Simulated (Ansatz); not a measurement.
Basis-set extrapolation for H2MgS, SMILES `[MgH][SH]` (PBE0-D4/def2-TZVP geometry, frozen core, Ansatz). Multiplicity 1, RHF reference. For Mg the program correlates outer-core shells too, which these sets cover unevenly, so the extrapolated numbers aren't a true limit.

```csv
,def2-TZVPP,def2-QZVPP
HF,-598.345256,-598.365556
MP2 correlation,-0.384913,-0.441725
CCSD(T) correlation,-0.428533,-0.487490
```

Energies in hartree. Use E(X) = E(∞) + A·exp(−7.88·√X) for Hartree–Fock and E(X) = E(∞) + B·X^(−2.97) for correlation, with X = 3 and 4.

Q: What is the CCSD(T) energy at the basis-set limit?

A: HF limit: -598.365556 + (-0.020300) × 0.13774 = -598.36835. Correlation limit: -0.487490 + (-0.058957) × 0.74074 = -0.53116. Total: -598.89951 hartree, 330.1 kJ/mol below CCSD(T)/def2-TZVPP.
